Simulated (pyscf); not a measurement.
`[SiH3][PH][PH2]` → `[PH]=[PH]` + `[SiH4]`, an elimination (singlet surface; P–Si, H–P broken, H–Si formed). PySCF, gas phase, ωB97X-D3(BJ)/def2-SVP geometries. Correlated levels are frozen-core, on RHF or UHF. ΔMP2 is the change of the MP2 total energy from the triple- to the quadruple-zeta basis. Energies in kcal/mol from the reactant's lowest minimum found.

Small-basis levels: PySCF, no dispersion term, spherical d functions. 

Q: Quick B3LYP/LANL2DZ single points give ΔE‡ = 67.1 kcal/mol and ΔE = +19.5 kcal/mol. What does CCSD(T)/def2-TZVPP + ΔMP2(QZVPP) give, and how far is the quick result from it?

A: CCSD(T)/def2-TZVPP + ΔMP2(QZVPP) gives ΔE‡ = 58.7 kcal/mol and ΔE = +27.3 kcal/mol. B3LYP/LANL2DZ lies 8.3 kcal/mol over it in the barrier and 7.7 kcal/mol under it in the reaction energy, so on this step it does not hold to within 3.0 kcal/mol. CCSD(T)/def2-TZVPP + ΔMP2(QZVPP) has limits of its own. At the saddle there is also a short P–Si contact that neither side keeps. This is the saddle that the search found; another between the same sides may lie lower. The CCSD(T) − MP2 part came from Ansatz, without density fitting, on the same reference.
